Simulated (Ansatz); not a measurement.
We consider rock-salt LiF, described by r²SCAN in Ansatz (plane waves, PAW).

The same calculation (at the measured cell, 8.158 Å³/atom) with different numerical settings:

| run | k mesh | high-frequency dielectric constant | dielectric constant ε0 (ions relaxed) | TO(Γ) frequency (cm⁻¹) |
|---|---|---|---|---|
| 1 | 4×4×4 | 1.978 | 9.443 | 294.9 |
| 2 | 6×6×6 | 1.984 | 9.429 | 295.2 |
| 3 | 8×8×8 | 1.984 | 9.429 | 295.3 |
| 4 | 12×12×12 | 1.984 | 9.429 | 295.3 |
| 5 | 16×16×16 | 1.984 | 9.429 | 295.3 |
| 6 | 20×20×20 | 1.984 | 9.429 | 295.3 |

In the column static dielectric constant the first row differs from the last by +0.014 and the next to last by 0.000.

The last row is no converged limit: other settings stay fixed.

Ansatz is a quantum-chemistry and plane-wave program.
